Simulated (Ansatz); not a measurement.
# CH2Al (quartet): from Hartree-Fock to the top rungs, def2-QZVPP

The task here is to estimate one member of a computed series from the others.

The runs use Ansatz 0.2.0, Gaussian basis; def2-QZVPP, core rule «outside noble gas», up to 6 orbitals frozen.

Plan: UHF; ROHF; CCSD(T) on UHF.

### The geometry

The geometry is a PBE0/def2-TZVP stationary point (not a proven minimum).

4 atoms, charge 0, spin multiplicity 4.

Atoms are counted from 1 here; the program's logs count them from 0.

Bond lengths: Al1–C2 1.948 Å, C2–H3 1.088 Å, C2–H4 1.088 Å. Angles: Al1–C2–H3 122.6°, Al1–C2–H4 122.6°, H3–C2–H4 114.8°.

The first run:

Contents of in.yaml:

```yaml
crystal:
  periodic: [false, false, false]
  atoms:
    - {symbol: Al, position_ang: [0.000000, 0.000000, 0.695038]}
    - {symbol: C, position_ang: [0.000000, 0.000000, -1.252764]}
    - {symbol: H, position_ang: [0.000000, 0.916303, -1.838714]}
    - {symbol: H, position_ang: [0.000000, -0.916304, -1.838714]}
basis:
  gaussian: {orbitals: "def2-QZVPP.json"}
magnetization: {spin_polarized: true, initial_magnetization: 3}
hamiltonian: {xc: hf}
output: {orbitals: {seedname: orbitals}}
```

The run is started by

```
ansatz run in.yaml --threads 1 --pin off --events-out ev --progress --plain --max-ram 2393MiB
```

Steps of the session up to this table: UHF; ROHF; CCSD(T) on UHF.

One of the session's tables, all rows but one given; the rest of the session is left out.

| method | from UCCSD(T) (meV) |
| --- | --- |
| ROHF | +6085.8 |
| UHF | +5959.7 |
| UMP2 | +824.4 |
| UCCSD | ? |
| UCCSD(T) | 0 |

**Question.** Estimate the row for UCCSD.

**Answer.** from UCCSD(T) (meV): +231.5. In the column «from UCCSD(T) (meV)» it lies between UCCSD(T) (0) and UMP2 (+824.4).
